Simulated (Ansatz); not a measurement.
We consider fcc Ni, described by HSE06 in Ansatz (plane waves, PAW).

Settings: plane-wave cutoff 460 eV, 16×16×16 k mesh, Fermi–Dirac smearing 0.05 eV, spin-polarised with parallel moments, scalar-relativistic PAW data made under PBE.

The cell has the measured lattice: a = 3.5241 Å, b = 3.5241 Å, c = 3.5241 Å, α = 90.00°, β = 90.00°, γ = 90.00°.

Question: Predict the magnetic moment per atom (the cell's total over its atoms).

Answer: 
* **magnetic moment per atom (the cell's total over its atoms)**: 0.93 μB

Note: the run warned that the count of filled bands differs between k points; cell and atoms aren't relaxed at this level (pressure -2.1 GPa).

Moments are spin moments.

Cost on a shared machine: about 9 core-minutes (a rough figure).

Ansatz is a quantum-chemistry and plane-wave program.
